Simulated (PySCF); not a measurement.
# A diatomic session: BP−

One table from this session's results is given with a row withheld; the runs are named, their logs left out.

Program: PySCF 2.14.0. Level of theory: B aug-pcseg-1, P aug-pcseg-1, no relativity. These are calculated values, not measurements.

2 further runs of the same task are left out: 2 set aside as unsound or not needed.

The first run:

Settings of the job:

```json
{
 "atoms": "B, P",
 "charge": "-1",
 "basis": "B aug-pcseg-1, P aug-pcseg-1",
 "Hamiltonian": "no relativity",
 "basis functions": "50",
 "electrons treated": "21",
 "masses in u": "11.0093, 30.9738",
 "levels": "PBE0, PBE, r²SCAN, M06-L, M06, revPBE, MP2, SCS-MP2, CCSD, CCSD(T)",
 "grid": "80 radial by 434 angular points",
 "occupations": "held fixed by the projection of orbital angular momentum",
 "dissociation limit": "B + P−, each in its ground configuration",
 "starting distance in angstrom": "1.980",
 "values of 2S to try": "1, 3"
}
```

Launch:

```bash
> OMP_NUM_THREADS=1 python dia.py task.json out
```

Steps of the session up to this table: Set-up; The PBE0 curve of the state that the search chose; Higher solutions at PBE0; PBE (GGA); r²SCAN; M06-L (meta-GGA); M06 (hybrid meta-GGA); revPBE; Adding correlation.

One of the session's tables, all rows but one given; the rest of the session is left out.

Energy (eV) from each level's lowest point:

```
R (Å)  ROHF-MP2  ROHF-SCS-MP2  ROHF-CCSD  ROHF-CCSD(T)    PBE
1.468     1.504         1.498        n/a           n/a  1.467
1.536     0.710         0.706      0.676         0.735  0.690
1.605     0.249         0.247      0.226         0.263  0.240
1.656     0.070         0.068      0.057         0.076  0.066
1.707     0.000         0.000      0.000         0.000  0.000
1.758         ?             ?          ?             ?      ?
1.827     0.138         0.141      0.174         0.127  0.144
1.912     0.405         0.407      0.467         0.386  0.411
2.014     0.836         0.835      0.914         0.794  0.828
2.151     1.543         1.522        n/a           n/a  1.449
```

Estimate the missing values for R (Å) = 1.758.

Worked estimate for «ROHF-MP2». A straight line through the neighbours (1.707, 0.000) and (1.827, 0.138) gives 0.000 + (0.138 − 0.000) × (1.758 − 1.707) / (1.827 − 1.707) = 0.059; a parabola fitted to 4 rows on both sides gives 0.022.

As computed: ROHF-MP2: 0.016; ROHF-SCS-MP2: 0.017; ROHF-CCSD: 0.031; ROHF-CCSD(T): 0.011; PBE: 0.019. In «ROHF-MP2» the line misses by +0.043 and the parabola by +0.006.
